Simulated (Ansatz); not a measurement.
Reaction (formal hydrolysis of a C–Si bond): `[SiH3]C=S` + H₂O → `OC=S` + SiH₄

Calculated with Ansatz (gas phase, PBE0-D4/def2-TZVP geometries, no zero-point term in ΔE). CBS: MP2 limit from def2 TZ/QZ plus the TZ coupled-cluster correction, frozen cores. This one scheme is used for every species. DFT in def2-TZVPP. Each species was taken in one conformer, which may not be the lowest.

CCSD(T)/CBS gives +5.6 kcal/mol.

Question: Another level gave +1.3 kcal/mol. Which?
A. BLYP/def2-TZVPP
B. CAM-B3LYP/def2-TZVPP
C. B2PLYP/def2-TZVPP
D. MP2/def2-TZVPP

Answer: C. B2PLYP 1.3, CAM-B3LYP -0.3, BLYP -1.6, MP2/def2-TZVPP 4.3 kcal/mol.

Question: What do rigid-rotor, harmonic-oscillator terms from PBE0-D4/def2-TZVP frequencies (298.15 K, 1 bar) make of the CCSD(T)/CBS value? (An estimate is asked.)

Answer: Computed: ΔZPE = +0.3 kcal/mol, ΔH = +5.1 kcal/mol, ΔS = -22 J/(mol·K), ΔG = +6.6 kcal/mol.

Largest T1 diagnostic among the species: 0.018.

From PBE to PBE0 (25 % exact exchange), in def2-TZVPP and without D4, ΔE moves by +1.6 kcal/mol. The D4 term adds +1.2 kcal/mol with B3LYP and +0.7 kcal/mol with PBE0; it sums over pairs of atoms, weighted by their polarisabilities, and B3LYP, whose exchange is more repulsive, gets the larger term.

B3LYP here is the variant with VWN-RPA as its local correlation; programs differ in this.
